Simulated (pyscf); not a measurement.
A first-order saddle from PySCF, ωB97X-D3(BJ)/def2-SVP:

```xyz
8

In    -1.4241    -0.9359     0.5195
H     -0.2834     0.4199     0.6284
H     -0.7290    -2.4861     0.2549
H     -3.0918    -0.5266     0.4215
C     -0.1341     0.6593    -1.0880
H      0.1430     1.6925    -0.8563
H      0.7067     0.0262    -1.3924
H     -1.0192     0.5956    -1.7371
```
Charge 0, spin multiplicity 2.

Surface: doublet, charge 0. Lowest wavenumbers (cm⁻¹): 1151i, 28, 162, 281, 465.

**Question.** What reaction is this the transition state of?

**Answer.** InH₃ + CH₃• ⇌ InH₂• + CH₄, a hydrogen abstraction read from left to right: H–In broken and C–H formed. At CCSD(T)/def2-TZVPP + ΔMP2(QZVPP) it lies +0.12 eV from the left side and +1.68 eV from the right (each side as separated species at their lowest minima found). On the reactant side the descent ends in a bound adduct, 0.36 eV under the separated species and 0.46 eV under the saddle at ωB97X-D3(BJ)/def2-TZVP. This is the saddle that the search found; another between the same sides may lie lower. The angle at the transferred H is 96°: a side-on saddle, likely not the lowest. The CCSD(T) − MP2 part came from Ansatz, without density fitting, on the same reference. The frozen core leaves the outer d or s,p core shells of the metals and heavy elements correlated in the MP2 and CC values, and def2-TZVPP describes them poorly, which can shift differences by a few kcal/mol. Elements past Kr carry the def2 core potentials, without spin-orbit coupling.
